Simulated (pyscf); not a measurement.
Structures and frequencies: ωB97X-D3(BJ)/def2-SVP in PySCF.

Problem. For the elementary gas-phase step `[OH][AlH2]` + `[H]` [doublet] → `[OH][AlH]` [doublet] + `[H][H]` (doublet surface; Al–H broken, H–H formed), what barrier and reaction energy does ωB97M-D3(BJ)/def2-TZVP give, measured from the separated reactants?

Solution. ΔE‡ = 3.2 kcal/mol, ΔE = -18.8 kcal/mol. Zero-point energy shifts the barrier by -0.3 kcal/mol. It is a hydrogen abstraction, with an imaginary mode of 665i cm⁻¹. One saddle was located; it need not be the lowest between these sides. The angle at the transferred H is 180°.
